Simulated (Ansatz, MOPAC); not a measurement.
Reaction (SMILES): C[SiH3] (CH6Si) [methylsilane] → [SiH2]C (CH5Si) + H atom (the H-Si bond breaks)

Wanted: bond dissociation energy (enthalpy at 298 K), in kcal/mol. Set-up: no spin-orbit coupling; UHF or UKS for open shells; no dispersion term unless named; frozen cores in correlated levels; PM7 with its own dispersion and hydrogen-bond terms; non-relativistic; 6-311+G** with 5d, 6d on Na to Ar in Ansatz (an electronic-structure program). Basis-set limits of correlation are two-point, X^-3; Hartree-Fock from the larger set. [CCSD(T)-MP2]/basis is that difference in the basis named. First-principles rows: single points at B3LYP-D3(BJ) geometries (Ansatz), with unscaled harmonic terms from B3LYP/6-31G* at its own minima. Semi-empirical rows: MOPAC heats of formation at their own minima for 298 K.

```csv
species,coefficient,"E at B3LYP/6-311+G** (Ansatz), Eh","E at wB97X-V/def2-TZVPD (Ansatz), Eh","H(298 K) - E, kcal/mol","heat of formation at PM7 (MOPAC), kcal/mol"
C[SiH3] (CH6Si),-1,-331.25392,-331.17157,41.77,-5.88
C[SiH2] (CH5Si),+1,-330.60027,-330.51564,35.58,7.53
H atom,+1,-0.50216,-0.50049,1.48,52.10
```

Coupled cluster (Ansatz) is a level with limits of its own, used here on species with T1 under 0.025 (0.045 for open shells) and stable references: RI-MP2/CBS(def2-TZVPPD,def2-QZVPPD)+[CCSD(T)-MP2]/def2-TZVPPD. Value to compare with, RI-MP2/CBS(def2-TZVPPD,def2-QZVPPD)+[CCSD(T)-MP2]/def2-TZVPPD (Ansatz): 93.3 kcal/mol. 1 Eh = 627.5095 kcal/mol.

Task: Work the quantity out at each level, and compare with RI-MP2/CBS(def2-TZVPPD,def2-QZVPPD)+[CCSD(T)-MP2]/def2-TZVPPD (Ansatz).

Result: 
- B3LYP/6-311+G**: the sum of coefficient times E is 0.15149 Eh, or 95.06 kcal/mol; the thermal terms add -4.71. Result: 90.4 kcal/mol. Its difference against RI-MP2/CBS(def2-TZVPPD,def2-QZVPPD)+[CCSD(T)-MP2]/def2-TZVPPD (Ansatz) is -2.9 kcal/mol.
- wB97X-V/def2-TZVPD: the sum of coefficient times E is 0.15544 Eh, or 97.54 kcal/mol; the thermal terms add -4.71. Result: 92.8 kcal/mol. Its difference against RI-MP2/CBS(def2-TZVPPD,def2-QZVPPD)+[CCSD(T)-MP2]/def2-TZVPPD (Ansatz) is -0.5 kcal/mol.
- PM7: the sum of coefficient times heat of formation is 65.51 kcal/mol; it needs no thermal term. Its difference against RI-MP2/CBS(def2-TZVPPD,def2-QZVPPD)+[CCSD(T)-MP2]/def2-TZVPPD (Ansatz) is -27.8 kcal/mol.
